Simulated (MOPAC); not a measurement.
MOPAC input (AM1):

```
AM1 1SCF CHARGE=1 GEO-OK AUX(PRECISION=9) THREADS=1
CH5O

C    -0.02532157 1    0.79659948 1    0.00616620 1
O    -0.00968659 1   -0.72153609 1    0.05677689 1
H    -1.07603513 1    1.05857315 1    0.06196596 1
H     0.88071834 1   -1.11904627 1    0.10703011 1
H     0.51569145 1    1.10272426 1    0.89461166 1
H     0.44963847 1    1.10891103 1   -0.91835118 1
H    -0.54059096 1   -1.15847037 1   -0.63646886 1
```

Question: What heat of formation does the run end on, and which ionisation energy by Koopmans theorem?

Answer: 141.36 kcal/mol; 19.58 eV.
